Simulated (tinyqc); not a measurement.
Inside a calculation. Method: MP2 on RHF in the sto-6g basis, frozen core, for H2F+, spin multiplicity 1. Computed by tinyqc, a small Python program that keeps every step (integrals from PySCF). Settings: charge = 1, multiplicity = 1, basis = sto-6g, method = RHF, frozen orbitals = 1, energy threshold = 1e-10, iteration cap = 57, orthogonalisation = symmetric, start = Wolfsberg-Helmholz matrix, DIIS depth = 6. Command: `OMP_NUM_THREADS=1 python tinyqc.py 29527 29528 out.jsonl` (the two numbers bound the seeds that draw the settings). One thread of a shared host (Intel(R) Xeon(R) Processor @ 2.60GHz), about 0.2 s of CPU time with the checks. The early iterations of the SCF are left out here.

## One-electron integrals

Geometry (angstrom):
```
atom        x         y        z
F     0.00000   0.00000  0.00000
H     0.00000   0.94400  0.50400
H     0.00000  -0.94400  0.50400
```

Basis sto-6g: exponents (1/bohr^2) and contraction coefficients of normalised primitives:
```
element  l (shell)    exponent  coefficient
F            s (1)  1728.62657      0.00916
F            s (1)   316.94179      0.04936
F            s (1)    88.66889      0.16854
F            s (1)    30.46016      0.37056
F            s (1)    11.82857      0.41649
F            s (1)     4.87166      0.13033
F            s (2)    67.03228     -0.01325
F            s (2)    13.26744     -0.04699
F            s (2)     4.12351     -0.03379
F            s (2)     1.58646      0.25024
F            s (2)     0.68900      0.59512
F            s (2)     0.31582      0.24071
F            p (3)    67.03228      0.00376
F            p (3)    13.26744      0.03768
F            p (3)     4.12351      0.17390
F            p (3)     1.58646      0.41804
F            p (3)     0.68900      0.42586
F            p (3)     0.31582      0.10171
H            s (1)    35.52322      0.00916
H            s (1)     6.51314      0.04936
H            s (1)     1.82214      0.16854
H            s (1)     0.62596      0.37056
H            s (1)     0.24308      0.41649
H            s (1)     0.10011      0.13033
```

Overlap, kinetic and nuclear-attraction integrals over the contracted functions; the nuclear repulsion is the sum of Za Zb / Rab.

nuclear repulsion = 9.1813515 hartree

overlap S, lower triangle:
```
          1F 1s    1F 2s   1F 2px    1F 2py   1F 2pz    2H 1s    3H 1s
1F 1s   1.00000
1F 2s   0.23248  1.00000
1F 2px  0.00000  0.00000  1.00000
1F 2py  0.00000  0.00000  0.00000   1.00000
1F 2pz  0.00000  0.00000  0.00000   0.00000  1.00000
2H 1s   0.03557  0.35624  0.00000   0.25827  0.13789  1.00000
3H 1s   0.03557  0.35624  0.00000  -0.25827  0.13789  0.14320  1.00000
```

kinetic energy T (hartree), lower triangle:
```
           1F 1s    1F 2s   1F 2px    1F 2py   1F 2pz     2H 1s    3H 1s
1F 1s   37.39773
1F 2s   -1.14335  1.08230
1F 2px   0.00000  0.00000  3.25133
1F 2py   0.00000  0.00000  0.00000   3.25133
1F 2pz   0.00000  0.00000  0.00000   0.00000  3.25133
2H 1s   -0.00470  0.06051  0.00000   0.14488  0.07735   0.76852
3H 1s   -0.00470  0.06051  0.00000  -0.14488  0.07735  -0.01013  0.76852
```

nuclear attraction V (hartree), lower triangle:
```
            1F 1s      1F 2s     1F 2px     1F 2py     1F 2pz     2H 1s     3H 1s
1F 1s   -78.81146
1F 2s    -8.09563  -12.46178
1F 2px    0.00000    0.00000  -12.40832
1F 2py    0.00000    0.00000    0.00000  -12.53195
1F 2pz   -0.01102   -0.12817    0.00000    0.00000  -12.44356
2H 1s    -1.41749   -3.30128    0.00000   -2.08125   -1.14136  -5.86658
3H 1s    -1.41749   -3.30128    0.00000    2.08125   -1.14136  -0.97588  -5.86658
```

core Hamiltonian H = T + V (hartree), lower triangle:
```
            1F 1s      1F 2s    1F 2px    1F 2py    1F 2pz     2H 1s     3H 1s
1F 1s   -41.41373
1F 2s    -9.23898  -11.37949
1F 2px    0.00000    0.00000  -9.15699
1F 2py    0.00000    0.00000   0.00000  -9.28063
1F 2pz   -0.01102   -0.12817   0.00000   0.00000  -9.19223
2H 1s    -1.42219   -3.24077   0.00000  -1.93637  -1.06401  -5.09806
3H 1s    -1.42219   -3.24077   0.00000   1.93637  -1.06401  -0.98601  -5.09806
```

## Two-electron integrals

Functions are numbered as in S; the eight-fold symmetry (ij|kl) = (ji|kl) = (kl|ij) leaves the list below.

Two-electron integrals (ij|kl) in chemists' order, unique and non-zero (hartree):
```
(11|11) 5.40624    (21|11) 0.76813    (21|21) 0.13891    (22|11) 1.26627
(22|21) 0.28399    (22|22) 0.92637    (31|31) 0.02945    (32|31) 0.04468
(32|32) 0.20475    (33|11) 1.26627    (33|21) 0.28399    (33|22) 0.92637
(33|33) 0.99808    (41|41) 0.02945    (42|41) 0.04468    (42|42) 0.20475
(43|43) 0.05379    (44|11) 1.26627    (44|21) 0.28399    (44|22) 0.92637
(44|33) 0.89051    (44|44) 0.99808    (51|51) 0.02945    (52|51) 0.04468
(52|52) 0.20475    (53|53) 0.05379    (54|54) 0.05379    (55|11) 1.26627
(55|21) 0.28399    (55|22) 0.92637    (55|33) 0.89051    (55|44) 0.89051
(55|55) 0.99808    (61|11) 0.12521    (61|21) 0.02171    (61|22) 0.04343
(61|33) 0.04335    (61|41) 0.00083    (61|42) 0.00163    (61|44) 0.04353
(61|51) 0.00044    (61|52) 0.00087    (61|54) 0.00009    (61|55) 0.04340
(61|61) 0.00345    (62|11) 0.31947    (62|21) 0.07274    (62|22) 0.26502
(62|33) 0.26126    (62|41) 0.00466    (62|42) 0.03523    (62|44) 0.27005
(62|51) 0.00249    (62|52) 0.01881    (62|54) 0.00469    (62|55) 0.26376
(62|61) 0.01137    (62|62) 0.09420    (63|31) 0.00804    (63|32) 0.04618
(63|43) 0.00734    (63|53) 0.00392    (63|63) 0.01375    (64|11) 0.19286
(64|21) 0.04453    (64|22) 0.17343    (64|33) 0.16612    (64|41) 0.01052
(64|42) 0.06788    (64|44) 0.18645    (64|51) 0.00132    (64|52) 0.01159
(64|54) 0.00694    (64|55) 0.16773    (64|61) 0.00726    (64|62) 0.07567
(64|64) 0.07406    (65|11) 0.10297    (65|21) 0.02377    (65|22) 0.09260
(65|33) 0.08869    (65|41) 0.00132    (65|42) 0.01159    (65|44) 0.09171
(65|51) 0.00875    (65|52) 0.05236    (65|54) 0.00895    (65|55) 0.09739
(65|61) 0.00388    (65|62) 0.04040    (65|64) 0.03220    (65|65) 0.03094
(66|11) 0.48265    (66|21) 0.11196    (66|22) 0.46931    (66|33) 0.45373
(66|41) 0.00891    (66|42) 0.09433    (66|44) 0.49010    (66|51) 0.00476
(66|52) 0.05036    (66|54) 0.01942    (66|55) 0.46409    (66|61) 0.01763
(66|62) 0.21689    (66|64) 0.20199    (66|65) 0.10784    (66|66) 0.77500
(71|11) 0.12521    (71|21) 0.02171    (71|22) 0.04343    (71|33) 0.04335
(71|41) -0.00083   (71|42) -0.00163   (71|44) 0.04353    (71|51) 0.00044
(71|52) 0.00087    (71|54) -0.00009   (71|55) 0.04340    (71|61) 0.00340
(71|62) 0.01099    (71|64) 0.00644    (71|65) 0.00375    (71|66) 0.01686
(71|71) 0.00345    (72|11) 0.31947    (72|21) 0.07274    (72|22) 0.26502
(72|33) 0.26126    (72|41) -0.00466   (72|42) -0.03523   (72|44) 0.27005
(72|51) 0.00249    (72|52) 0.01881    (72|54) -0.00469   (72|55) 0.26376
(72|61) 0.01099    (72|62) 0.07486    (72|64) 0.04169    (72|65) 0.03107
(72|66) 0.13771    (72|71) 0.01137    (72|72) 0.09420    (73|31) 0.00804
(73|32) 0.04618    (73|43) -0.00734   (73|53) 0.00392    (73|63) 0.01051
(73|73) 0.01375    (74|11) -0.19286   (74|21) -0.04453   (74|22) -0.17343
(74|33) -0.16612   (74|41) 0.01052    (74|42) 0.06788    (74|44) -0.18645
(74|51) -0.00132   (74|52) -0.01159   (74|54) 0.00694    (74|55) -0.16773
(74|61) -0.00644   (74|62) -0.04169   (74|64) -0.01322   (74|65) -0.01697
(74|66) -0.07045   (74|71) -0.00726   (74|72) -0.07567   (74|74) 0.07406
(75|11) 0.10297    (75|21) 0.02377    (75|22) 0.09260    (75|33) 0.08869
(75|41) -0.00132   (75|42) -0.01159   (75|44) 0.09171    (75|51) 0.00875
(75|52) 0.05236    (75|54) -0.00895   (75|55) 0.09739    (75|61) 0.00375
(75|62) 0.03107    (75|64) 0.01697    (75|65) 0.02323    (75|66) 0.06275
(75|71) 0.00388    (75|72) 0.04040    (75|74) -0.03220   (75|75) 0.03094
(76|11) 0.09018    (76|21) 0.02074    (76|22) 0.08193    (76|33) 0.08062
(76|44) 0.08236    (76|51) 0.00116    (76|52) 0.01048    (76|55) 0.08280
(76|61) 0.00320    (76|62) 0.02848    (76|64) 0.02006    (76|65) 0.01397
(76|66) 0.06866    (76|71) 0.00320    (76|72) 0.02848    (76|74) -0.02006
(76|75) 0.01397    (76|76) 0.01067    (77|11) 0.48265    (77|21) 0.11196
(77|22) 0.46931    (77|33) 0.45373    (77|41) -0.00891   (77|42) -0.09433
(77|44) 0.49010    (77|51) 0.00476    (77|52) 0.05036    (77|54) -0.01942
(77|55) 0.46409    (77|61) 0.01686    (77|62) 0.13771    (77|64) 0.07045
(77|65) 0.06275    (77|66) 0.27883    (77|71) 0.01763    (77|72) 0.21689
(77|74) -0.20199   (77|75) 0.10784    (77|76) 0.06866    (77|77) 0.77500
```

## Orthogonalisation

S = U s U^T; symmetric (Loewdin) form X = U s^(-1/2) U^T, so that X^T S X = 1.

eigenvalues of S: 0.49049  0.55620  0.91456  1.00000  1.07074  1.30060  1.66741

X, lower triangle:
```
           1F 1s     1F 2s   1F 2px    1F 2py    1F 2pz     2H 1s    3H 1s
1F 1s    1.02239
1F 2s   -0.13128   1.13136
1F 2px   0.00000   0.00000  1.00000
1F 2py   0.00000   0.00000  0.00000   1.06423
1F 2pz  -0.00412   0.04177  0.00000   0.00000   1.01583
2H 1s    0.01586  -0.19726  0.00000  -0.16099  -0.07501   1.09913
3H 1s    0.01586  -0.19726  0.00000   0.16099  -0.07501  -0.05435  1.09913
```

## Iteration 8 (converged): orbitals

converged F (hartree), lower triangle:
```
            1F 1s     1F 2s    1F 2px    1F 2py    1F 2pz     2H 1s     3H 1s
1F 1s   -26.89712
1F 2s    -6.51578  -3.45108
1F 2px    0.00000   0.00000  -1.00567
1F 2py    0.00000   0.00000   0.00000  -0.93116
1F 2pz   -0.01949  -0.08359   0.00000   0.00000  -0.96382
2H 1s    -1.00475  -1.04504   0.00000  -0.52094  -0.32661  -0.75293
3H 1s    -1.00475  -1.04504   0.00000   0.52094  -0.32661  -0.26155  -0.75293
```

Diagonalise F' = X^T F X, C = X C', fill 5 alpha and 5 beta electrons from the bottom; D = 2 C_occ C_occ^T. Each column has its largest component positive (the first on a tie).

F' = X^T F X (hartree), lower triangle:
```
           1         2         3         4         5         6         7
1  -26.48216
2   -3.20311  -2.19412
3    0.00000   0.00000  -1.00567
4    0.00000   0.00000   0.00000  -0.72309
5   -0.03052   0.03006   0.00000   0.00000  -0.90575
6   -0.13615  -0.43621   0.00000  -0.41571  -0.22991  -0.37073
7   -0.13615  -0.43621   0.00000   0.41571  -0.22991  -0.05561  -0.37073
```

orbital energies (hartree): MO1 -26.90028, MO2 -2.00411, MO3 -1.14139, MO4 -1.02127, MO5 -1.00567, MO6 -0.08271, MO7 0.10318

coefficients C:
```
             MO1       MO2       MO3       MO4      MO5       MO6       MO7
1F 1s    0.99713  -0.23934   0.00000   0.05097  0.00000   0.09424   0.00000
1F 2s    0.01276   0.96068   0.00000  -0.27416  0.00000  -0.61526   0.00000
1F 2px   0.00000   0.00000   0.00000   0.00000  1.00000   0.00000   0.00000
1F 2py   0.00000   0.00000   0.73514   0.00000  0.00000   0.00000   0.80249
1F 2pz   0.00137   0.08018   0.00000   0.90318  0.00000  -0.47197   0.00000
2H 1s   -0.00221   0.07731   0.34169   0.19864  0.00000   0.73833  -0.75791
3H 1s   -0.00221   0.07731  -0.34169   0.19864  0.00000   0.73833   0.75791
```

D after iteration 8, lower triangle:
```
           1F 1s     1F 2s   1F 2px    1F 2py   1F 2pz     2H 1s    3H 1s
1F 1s    2.10829
1F 2s   -0.46237   1.99648
1F 2px   0.00000   0.00000  2.00000
1F 2py   0.00000   0.00000  0.00000   1.08087
1F 2pz   0.05642  -0.34113  0.00000   0.00000  1.64431
2H 1s   -0.02116   0.03956  0.00000   0.50238  0.37121   0.32438
3H 1s   -0.02116   0.03956  0.00000  -0.50238  0.37121  -0.14262  0.32438
```

## Convergence

Stop when the energy changes by less than 1e-10 hartree and every element of the error matrix X^T (F D S - S D F) X is below 3e-06.

Course of the cycle:
```
iteration  E (hartree)     change  largest element of the error matrix
1          -99.4995175          -                             5.63e-01
2          -99.7492053  -2.50e-01                             1.08e-01
3          -99.7661340  -1.69e-02                             2.44e-02
4          -99.7668983  -7.64e-04                             3.76e-03
5          -99.7669306  -3.23e-05                             1.23e-03
6          -99.7669359  -5.33e-06                             1.32e-05
7          -99.7669359  -3.45e-10                             2.41e-07
8          -99.7669359  -1.14e-13                             7.20e-10
```

PySCF RHF in the same basis = -99.7669359 hartree

Converged in 8 iterations.

## Integrals over molecular orbitals

(pq|rs) = sum C_ip C_jq C_kr C_ls (ij|kl), one index at a time.

one-electron integrals over orbitals h = C^T H C (hartree), lower triangle:
```
           1         2         3         4         5         6         7
1  -41.40032
2    0.70866  -9.66100
3    0.00000   0.00000  -7.92133
4   -0.14249   0.32713   0.00000  -8.73592
5    0.00000   0.00000   0.00000   0.00000  -9.15699
6   -0.28113   1.32420   0.00000   1.32210   0.00000  -5.38245
7    0.00000   0.00000  -2.24934   0.00000   0.00000   0.00000  -5.98985
```

Two-electron integrals over orbitals (pq|rs), unique and non-zero (hartree); the lowest 1 orbital is frozen and left out:
```
(22|22) 0.86191    (32|32) 0.15408    (33|22) 0.74683    (33|33) 0.71730
(42|22) -0.00394   (42|33) -0.00550   (42|42) 0.16607    (43|32) 0.00842
(43|43) 0.04646    (44|22) 0.83004    (44|33) 0.70713    (44|42) -0.08256
(44|44) 0.90088    (52|52) 0.18397    (53|53) 0.03720    (54|52) -0.02889
(54|54) 0.05309    (55|22) 0.88561    (55|33) 0.73529    (55|42) -0.04592
(55|44) 0.84205    (55|55) 0.99808    (62|22) -0.13923   (62|33) -0.08340
(62|42) -0.04164   (62|44) -0.10769   (62|55) -0.14617   (62|62) 0.06932
(63|32) 0.02988    (63|43) 0.01905    (63|63) 0.07542    (64|22) -0.13769
(64|33) -0.07797   (64|42) -0.00253   (64|44) -0.14416   (64|55) -0.13985
(64|62) 0.05825    (64|64) 0.06758    (65|52) -0.05176   (65|54) -0.00827
(65|65) 0.02389    (66|22) 0.54427    (66|33) 0.53655    (66|42) 0.06216
(66|44) 0.51811    (66|55) 0.52365    (66|62) -0.04188   (66|64) -0.02141
(66|66) 0.52989    (72|32) 0.07050    (72|43) -0.01862   (72|63) -0.02455
(72|72) 0.05836    (73|22) 0.22054    (73|33) 0.16472    (73|42) -0.04987
(73|44) 0.21115    (73|55) 0.23808    (73|62) -0.07101   (73|64) -0.08120
(73|66) 0.01360    (73|73) 0.16314    (74|32) -0.04866   (74|43) 0.00999
(74|63) -0.04188   (74|72) -0.01121   (74|74) 0.04391    (75|53) 0.02590
(75|75) 0.02050    (76|32) -0.09457   (76|43) -0.04699   (76|63) -0.09405
(76|72) 0.00138    (76|74) 0.05662    (76|76) 0.16936    (77|22) 0.60862
(77|33) 0.60613    (77|42) 0.00400    (77|44) 0.58849    (77|55) 0.59797
(77|62) -0.04495   (77|64) -0.03110   (77|66) 0.52673    (77|73) 0.07672
(77|77) 0.57029
```

## Second-order Moller-Plesset energy

Hartree-Fock energy = -99.7669359 hartree

E2 = sum_ijab (ia|jb) [2 (ia|jb) - (ib|ja)] / (e_i + e_j - e_a - e_b) over occupied i, j and virtual a, b; the opposite-spin part is (ia|jb)^2 / denominator, the rest is same-spin, and SCS-MP2 scales them by 6/5 and 1/3.

Terms:
```
i  j  a  b   (ia|jb)   (ib|ja)  denominator       term
3  3  7  7   0.16314   0.16314     -2.48913   -0.01069
4  3  6  7  -0.08120  -0.04188     -2.18313   -0.00448
3  4  7  6  -0.08120  -0.04188     -2.18313   -0.00448
3  3  6  6   0.07542   0.07542     -2.11736   -0.00269
2  3  6  7  -0.07101  -0.02455     -3.16597   -0.00263
3  2  7  6  -0.07101  -0.02455     -3.16597   -0.00263
4  4  6  6   0.06758   0.06758     -1.87712   -0.00243
2  2  6  6   0.06932   0.06932     -3.84280   -0.00125
2  4  6  6   0.05825   0.05825     -2.85996   -0.00119
4  2  6  6   0.05825   0.05825     -2.85996   -0.00119
4  4  7  7   0.04391   0.04391     -2.24890   -0.00086
2  2  7  7   0.05836   0.05836     -4.21457   -0.00081
5  5  6  6   0.02389   0.02389     -1.84591   -0.00031
5  5  7  7   0.02050   0.02050     -2.21769   -0.00019
2  3  7  6  -0.02455  -0.07101     -3.16597    0.00017
3  2  6  7  -0.02455  -0.07101     -3.16597    0.00017
3  4  6  7  -0.04188  -0.08120     -2.18313  -4.90e-05
4  3  7  6  -0.04188  -0.08120     -2.18313  -4.90e-05
2  4  7  7  -0.01121  -0.01121     -3.23173  -3.89e-05
4  2  7  7  -0.01121  -0.01121     -3.23173  -3.89e-05
```

Pair energies (hartree; pair i-j sums ij and ji):
```
pair  opposite spin  same spin
2-2        -0.00206    0.00000
3-2        -0.00357   -0.00136
3-3        -0.01338    0.00000
4-2        -0.00245    0.00000
4-3        -0.00765   -0.00142
4-4        -0.00329    0.00000
5-5        -0.00050    0.00000
```

MP2 correlation energy = -0.0356704 hartree

SCS-MP2 correlation energy = -0.0403952 hartree

MP2 total energy = -99.8026063 hartree
